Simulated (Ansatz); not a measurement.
# Rutile MnO₂

The numbers are results of PBE0 (PAW; Ansatz, a quantum-chemistry and plane-wave program), not measurements.

Run with plane-wave cutoff 500 eV, 6×6×10 k mesh (along the axes of the cell as run), Fermi–Dirac smearing 0.05 eV, ferromagnetic start, spin-polarised with parallel moments, scalar-relativistic PAW data made under PBE.

Cell (relaxed with r²SCAN):

```
MnO2
1.0
    4.39757     0.00000     0.00000
    0.00000     4.39757     0.00000
    0.00000     0.00000     2.86321
Mn O
2 4
Direct
  0.00000   0.00000   0.00000
  0.50000   0.50000   0.50000
  0.30509   0.30509   0.00000
  0.69491   0.69491   0.00000
  0.19491   0.80509   0.50000
  0.80509   0.19491   0.50000
```

```
Quantity                                                               Value
-----------------------------------------------  ---------------------------
magnetic moment (largest site, within a sphere)                      2.60 μB
band gap                                         1.64 eV (on the SCF k mesh)
```

Note: exact exchange on metals is sensitive to the k mesh and can open a false gap; the collinear magnetic order is the start's and need not be the measured one; cell and atoms aren't relaxed at this level (largest force component 0.09 eV/Å, pressure -3.1 GPa).

Moments are spin moments.

The computed numbers hold no vibrational or temperature effects.
